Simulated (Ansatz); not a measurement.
Reaction (SMILES): OCl (OH-Cl) + H+ → [OH2+]Cl
B3LYP-D3(BJ)/def2-TZVP geometries, fixed; electronic energies without zero-point terms; positive where energy is released.

Basis-set convergence of the proton affinity at HF with Ansatz (a program for electronic structure). Cartesian d functions, on some or all atoms, in 6-31G*, 6-311+G**; all else is spherical. The proton sits at the site shown, which need not be the one that binds it best. No added dispersion term, no relativity. Functions are those of the species that has most. Reference: the value in pcseg-4, 163.48 kcal/mol, itself unsure by roughly 0.07 kcal/mol (its mean distance from aug-pcseg-3, aug-cc-pV(Q+d)Z, cc-pV(5+d)Z). Deviations are taken from unrounded values.

| basis | functions | proton affinity (kcal/mol) | minus reference (kcal/mol) |
|---|---|---|---|
| 6-31G | 26 | 163.83 | 0.35 |
| 6-31G* | 38 | 160.21 | -3.27 |
| 6-311+G** | 65 | 163.00 | -0.49 |
| def2-SVPD | 66 | 161.89 | -1.60 |
| def2-TZVP | 80 | 162.70 | -0.78 |
| pcseg-2 | 92 | 163.13 | -0.36 |
| cc-pV(T+d)Z | 97 | 163.64 | 0.16 |
| def2-TZVPPD | 125 | 163.16 | -0.32 |
| aug-cc-pV(T+d)Z | 147 | 163.08 | -0.40 |
| pcseg-3 | 190 | 163.53 | 0.04 |
| def2-QZVPPD | 211 | 163.37 | -0.11 |
| aug-cc-pV(Q+d)Z | 261 | 163.35 | -0.13 |
| cc-pV(5+d)Z | 301 | 163.44 | -0.04 |
